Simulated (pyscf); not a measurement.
Cl–SiH(Cl)–Cl (SMILES Cl[SiH](Cl)Cl) + H₂ (SMILES [H][H]) → Cl–SiH₂–Cl (SMILES Cl[SiH2]Cl) + HCl (SMILES Cl) (four-centre exchange; singlet surface; Cl–Si, H–H broken, H–Si, Cl–H formed). PySCF, gas phase, ωB97X-D3(BJ)/def2-SVP geometries. Energies in kJ/mol from the separated reactants.

| level | barrier | reaction energy |
|---|---|---|
| PBE/def2-TZVP | 219.2 | +76.5 |
| r²SCAN/def2-TZVP | 234.5 | +84.2 |
| B3LYP-D3(BJ)/def2-TZVP | (withheld) | +78.6 |
| PBE0-D3(BJ)/def2-TZVP | 232.3 | +78.5 |
| M06-2X/def2-TZVP | (withheld) | (withheld) |
| ωB97M-D3(BJ)/def2-TZVP | 252.2 | +77.3 |

Question: Some entries are withheld; supply them.

Answer: 
- B3LYP-D3(BJ)/def2-TZVP, barrier: 246.2
- M06-2X/def2-TZVP, barrier: 259.5
- M06-2X/def2-TZVP, reaction energy: +84.3

The functionals in the table span 40.3 kJ/mol in this barrier, from PBE to M06-2X. One saddle was located; it need not be the lowest between these sides.
